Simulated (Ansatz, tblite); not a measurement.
**The cluster Se3+: rung by rung**

Aim: run the doublet of the cluster Se3+ at one geometry on many levels, and compare frontier levels, spin and run time.

Computed with Ansatz 0.2.0, Gaussian basis. Level: as each input shows.

Levels to be run: GFN1-xTB, GFN2-xTB, PBE-D4/def2-TZVP, r2SCAN-D4/def2-TZVP, BHLYP-D4/def2-TZVP, HF/def2-TZVP, B3LYP-D4/def2-TZVP, ωB97M-V/def2-TZVP, BLYP-D4/def2-TZVP, PBE-D4/def2-SVP, PBE0-D4/def2-SVP, HF/STO-3G, CCSD(T)/def2-SVP, MP2/def2-TZVP, RPA/def2-TZVP.

### 1 The relaxed structure

The geometry is that of the doublet, from an earlier relaxation (r2SCAN-D4/def2-TZVP). At that level it is the lowest of the isomers that a small search found.

3 atoms, charge 1, spin multiplicity 2.

Bond lengths: Se1–Se2 2.289 Å, Se1–Se3 2.441 Å, Se2–Se3 2.286 Å. Angles: Se2–Se1–Se3 57.7°, Se1–Se2–Se3 64.5°, Se1–Se3–Se2 57.8°.

As a file:

```xyz
3

Se   -0.61587    1.23619    0.00155
Se    1.28900   -0.03184   -0.02771
Se   -0.67314   -1.20435    0.02616
```

The ion is computed in the gas phase, without counter-ions or solvent.

PBE0-D4/def2-TZVP was run before; its log isn't repeated, and its numbers join the tables.

### 2 GFN1-xTB

Tight binding, by tblite at 300 K electronic temperature and without a spin-polarisation term:

```python
tblite.interface.Calculator('GFN1-xTB', numbers, positions, charge=1, uhf=1).singlepoint()
```

Energy -259.6377 eV; 0.003 s.

### 3 GFN2-xTB

Tight binding, by tblite at 300 K electronic temperature and without a spin-polarisation term:

```python
tblite.interface.Calculator('GFN2-xTB', numbers, positions, charge=1, uhf=1).singlepoint()
```

Energy -247.6185 eV; 0.003 s.

### 4 PBE-D4/def2-TZVP

start.molden holds the orbitals of an earlier run on this state, given as this run's starting guess.

Contents of in.yaml:

```yaml
crystal:
  periodic: [false, false, false]
  atoms:
    - {symbol: Se, position_ang: [-0.615873, 1.236185, 0.001548]}
    - {symbol: Se, position_ang: [1.289000, -0.031838, -0.027706]}
    - {symbol: Se, position_ang: [-0.673137, -1.204347, 0.026157]}
basis:
  gaussian: {orbitals: def2-TZVP, initial_orbitals: start.molden}
total_charge: 1
magnetization: {spin_polarized: true, initial_magnetization: 1}
hamiltonian: {xc: pbe, dispersion: d4}
scf: {omitted_lower_state_checks: [starts]}
output: {orbitals: {seedname: orbitals}}
```

On the command line:

```
> ansatz run in.yaml --threads 4 --pin off --events-out ev --progress --plain --max-ram 3916MiB
```

The runs that follow: r2SCAN-D4/def2-TZVP; BHLYP-D4/def2-TZVP; HF/def2-TZVP; B3LYP-D4/def2-TZVP; ωB97M-V/def2-TZVP; BLYP-D4/def2-TZVP; PBE-D4/def2-SVP; PBE0-D4/def2-SVP; HF/STO-3G; CCSD(T)/def2-SVP; MP2/def2-TZVP; RPA/def2-TZVP.

**Question.** What will the summary of the whole plan be? Wanted: gap in def2-TZVP, named functionals and Hartree-Fock, smallest and largest; correlation energy, CCSD(T)/def2-SVP; correlation energy, MP2/def2-TZVP; ⟨S²⟩ in def2-TZVP, named functionals and Hartree-Fock, smallest and largest; PBE0 total energy, smallest basis above largest.

As calculated:

| quantity | value |
| --- | --- |
| gap in def2-TZVP, named functionals and Hartree-Fock, smallest and largest | 0.16 eV (BLYP-D4), 7.88 eV (HF) |
| correlation energy, CCSD(T)/def2-SVP | -19.22 eV |
| correlation energy, MP2/def2-TZVP | -20.99 eV |
| ⟨S²⟩ in def2-TZVP, named functionals and Hartree-Fock, smallest and largest | 0.752, 0.773 |
| PBE0 total energy, smallest basis above largest | 24.29 eV (def2-SVP, def2-TZVP) |

In words: Orbital gaps of the named functionals and Hartree-Fock in def2-TZVP span 0.16 eV (BLYP-D4) to 7.88 eV (HF); exact exchange widens it. Over the named functionals and Hartree-Fock in def2-TZVP spin contamination reaches 0.02 (HF), which is small.
